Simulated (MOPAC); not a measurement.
MOPAC input (PM3):

```
PM3 1SCF GEO-OK AUX(PRECISION=9) THREADS=1
CH2F2

C     0.00439699 1    0.00529408 1    0.50425813 1
F    -0.01696785 1    1.10243765 1   -0.30214647 1
F     0.01189880 1   -1.10854091 1   -0.27918568 1
H    -0.90251824 1   -0.00024261 1    1.11129806 1
H     0.92175780 1    0.02340746 1    1.09514257 1
```

From the last part of the output:

```
                                                       MOPAC v23.2.5 Linux

          FINAL HEAT OF FORMATION =       -102.83028 KCAL/MOL =    -430.24189 KJ/MOL

          COSMO AREA              =         72.01 SQUARE ANGSTROMS
          COSMO VOLUME            =         53.07 CUBIC ANGSTROMS

          IONIZATION POTENTIAL    =         12.928302 EV
          HOMO LUMO ENERGIES (EV) =        -12.928  1.899
          NO. OF FILLED LEVELS    =         10
          MOLECULAR WEIGHT        =         52.0236         POINT GROUP:  C2v

          MOLECULAR DIMENSIONS (Angstroms)

            Atom       Atom       Distance
            F     3    F     2     2.21129
            H     4    H     5     1.82450
            H     4    F     2     1.39402

          SCF CALCULATIONS        =          1

   ATOM   CHEMICAL          X               Y               Z
  NUMBER   SYMBOL      (ANGSTROMS)     (ANGSTROMS)     (ANGSTROMS)

     1       C          0.00439699  *   0.00529408  *   0.50425813  *
     2       F         -0.01696785  *   1.10243765  *  -0.30214647  *
     3       F          0.01189880  *  -1.10854091  *  -0.27918568  *
     4       H         -0.90251824  *  -0.00024261  *   1.11129806  *
     5       H          0.92175780  *   0.02340746  *   1.09514257  *

                             CARTESIAN COORDINATES

   1    C        0.004396990     0.005294080     0.504258130
   2    F       -0.016967850     1.102437650    -0.302146470
   3    F        0.011898800    -1.108540910    -0.279185680
   4    H       -0.902518240    -0.000242610     1.111298060
   5    H        0.921757800     0.023407460     1.095142570

           Empirical Formula: C H2 F2  =     5 atoms

      MOLECULAR POINT GROUP   :   C2v

                  EIGENVALUES
 -32.73559 -23.37672 -20.22992 -19.52896 -18.77769 -18.19172 -16.53971 -15.88224
 -15.06802 -12.92830   1.89863   3.11345   3.12342   3.37718

              NET ATOMIC CHARGES AND DIPOLE CONTRIBUTIONS

  ATOM NO.   TYPE          CHARGE      No. of ELECS.   s-Pop       p-Pop
    1          C           0.198463        3.8015     1.13952     2.66202
    2          F          -0.148571        7.1486     1.78306     5.36551
    3          F          -0.148571        7.1486     1.78306     5.36551
    4          H           0.049339        0.9507     0.95066
    5          H           0.049339        0.9507     0.95066
 DIPOLE           X         Y         Z       TOTAL
 POINT-CHG.     0.012     0.015     1.418     1.419
 HYBRID         0.003     0.003     0.306     0.306
 SUM            0.015     0.018     1.724     1.724

          ATOMIC ORBITAL ELECTRON POPULATIONS

     Atom    s        px        py        pz
    1  C   1.13952   0.99680   0.76953   0.89570
    2  F   1.78306   1.98812   1.59309   1.78431
    3  F   1.78306   1.98824   1.58180   1.79548
    4  H   0.95066
    5  H   0.95066

 **********************
 *                    *
 * JOB ENDED NORMALLY *
 *                    *
 **********************

 == MOPAC DONE ==
```
